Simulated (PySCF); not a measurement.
# Relaxation of singlet CH₄

All numbers come from PBE/[C def2-TZVP, H def2-TZVP], no relativity, density fitting, PySCF. A (50,194) grid was used.

A hand-made square planar start, of D4h symmetry, held to at least that symmetry:

```xyz
5
charge 0 multiplicity 1, angstrom
C     0.0000    0.0000    0.0000
H     1.0700    0.0000    0.0000
H     0.0000    1.0700    0.0000
H    -1.0700    0.0000    0.0000
H     0.0000   -1.0700    0.0000
```

**Question.** What forces act on the atoms at the start (eV/Å)?

**Answer.** 
```json
{"atom": "C1", "Fx": "0.00", "Fy": "0.00", "Fz": "0.00"}
{"atom": "H2", "Fx": "0.86", "Fy": "0.00", "Fz": "0.00"}
{"atom": "H3", "Fx": "0.00", "Fy": "0.86", "Fz": "0.00"}
{"atom": "H4", "Fx": "-0.86", "Fy": "0.00", "Fz": "0.00"}
{"atom": "H5", "Fx": "0.00", "Fy": "-0.86", "Fz": "0.00"}
```

**Question.** What does it relax to?

**Answer.** It ends at D4h with C–H 1.095 Å (×4); H–C–H 90.0° (×4), H–C–H 180.0° (×2). No frequency check is given, so it may be a saddle point. Other isomers or separated fragments may lie lower.

**Question.** How much energy is released, and in how many steps?

**Answer.** 4.1 kJ/mol in 3 steps.

The relaxation took 1.7 s on 2 threads of a shared Arm Neoverse V1 host, with 55 basis functions and 4 gradients; the process peaked at 0.44 GiB.
